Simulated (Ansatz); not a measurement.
Reaction (hydrogenolysis of a C–O bond): `C=C=C(N)OC` + H₂ → `C=C=CN` + CH₃OH

Gas-phase electronic energies from Ansatz, PBE0-D4/def2-TZVP geometries. CCSD(T)/CBS adds triple-zeta CCSD(T) − MP2 to the extrapolated MP2 energy (def2 sets, frozen cores). This one scheme is used for every species. DFT in def2-TZVPP. B3LYP here is the variant with VWN-RPA as its local correlation; programs differ in this. HSE06 is defined as in plane-wave codes. Each species was taken in one conformer, which may not be the lowest.

`C=C=C(N)OC`:

```xyz
13

C    -1.046   -0.368    1.848
C    -0.703   -0.143    0.612
C    -0.403    0.215   -0.618
N    -1.325    0.548   -1.605
O     0.857    0.337   -1.101
C     1.889    0.026   -0.193
H    -1.164   -1.376    2.243
H    -1.232    0.442    2.554
H    -2.273    0.335   -1.337
H    -1.091    0.136   -2.499
H     2.823    0.138   -0.741
H     1.877    0.709    0.662
H     1.791   -1.000    0.175
```

H₂:

Cartesian coordinates in Å:
```
H 0.183 0.174 0.274
H -0.183 -0.174 -0.274
```

`C=C=CN`:

Cartesian coordinates in Å:
```
C 1.620 -0.177 -0.935
C 0.580 0.162 -0.230
C -0.475 0.534 0.445
N -1.684 -0.161 0.552
H 2.462 -0.707 -0.496
H 1.693 0.058 -1.995
H -0.469 1.506 0.931
H -2.107 -0.088 1.465
H -1.621 -1.126 0.263
```

CH₃OH:

Z-matrix (Å, degrees):
```
C
O 1 1.409
H 1 1.097 2 112.4
H 1 1.090 2 107.0 3 -118.5
H 1 1.097 2 112.4 3 123.0
H 2 0.959 1 108.5 3 -61.6
```

(1) Is it downhill or uphill in electronic energy at CCSD(T)/CBS, and by how much? (Best estimate.)

(2) What do these levels give: revPBE-D4, B97M-V, B3LYP-D4, HSE06-D4, r2SCAN0, MP2/def2-QZVPP? (An estimate is asked.)

Largest T1 diagnostic among the species: 0.012.

## Answers

(1) The calculation gave: Downhill: ΔE = -63.1 kJ/mol.

(2) Computed: revPBE-D4 -49.2, B97M-V -57.3, B3LYP-D4 -58.9, HSE06-D4 -59.5, r2SCAN0 -60.6, MP2/def2-QZVPP -57.3 kJ/mol.

In def2-TZVPP, CCSD(T) changes the Hartree–Fock value by +22.2 kJ/mol (the triples alone add +6.7 kJ/mol) and MP2 by +26.9 kJ/mol. From BLYP to BHLYP (50 % exact exchange), in def2-TZVPP and without D4, ΔE moves by −3.8 kJ/mol.
